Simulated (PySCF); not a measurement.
Stick spectrum of a doublet radical in fast tumbling, microwave frequency 9.351 GHz, simulated to first order from computed parameters.

```csv
field (mT),relative intensity
331.49,1
331.71,1
331.94,1
333.32,2
333.55,2
333.77,2
335.15,1
335.38,1
335.60,1
```

**Question.** What is g?

**Answer.** The pattern is symmetric about 333.55 mT, so g = hν/(μB·B0) = 9351/(13.99624 × 333.55) = 2.0030, a shift of +0.7 × 10⁻³ from the free-electron value.

**Question.** Take the pattern apart into splittings.

**Answer.** The first two lines at either end are about 0.23 mT apart, which is the smallest coupling, and their intensity ratio 1:1 counts the nuclei that share it. In full: a 1:2:1 triplet of 1.83 mT (51 MHz), from 2 nuclei of spin 1/2; a 1:1:1 triplet of 0.23 mT (6 MHz), from 1 nucleus of spin 1. Check: Σ 2nI·a is the distance from the first to the last line, 4.12 mT.

**Question.** The radical has the formula C4H2N. Propose a structure, and say which nuclei carry the couplings.

**Answer.** The pattern alone needn't single out one isomer; the structure behind this simulation is para-CH2CCCN radical, `C(C#C[CH2])#N`, numbered [CH2:1][C:2]#[C:3][C:4]#[N:5] (hydrogens: H6, H7 on C1). 1.83 mT: 1H at H6/H7 (1 bond from C1; computed sign −); 0.23 mT: 14N at N5 (2 bonds from C3; computed sign +). Largest spin populations (Mulliken): C1 (+0.72), C3 (+0.50), C2 (-0.27) and N5 (+0.27). Three atoms exceed +0.15. The angles at C1 add up to 360.0°, so it is planar; its axial dipolar tensor and the negative couplings of its protons fit spin in a p orbital normal to that plane. Main spin sites, with 60 % or more of the largest population: C1, C3; positions count bonds from the nearest.

Method: UKS B3LYP, IGLO-III on C N, pcH-1 on H, non-relativistic, mean-field spin-orbit, GIAO in PySCF. Isolated species at its PBE0-D3(BJ)/def2-SVP geometry, gas phase. No stability test was run, so a lower SCF solution isn't excluded. ⟨S²⟩ is 0.782 where a pure state has 0.75.

Rare isotopes and splittings under 0.04 mT were left out of the simulation.
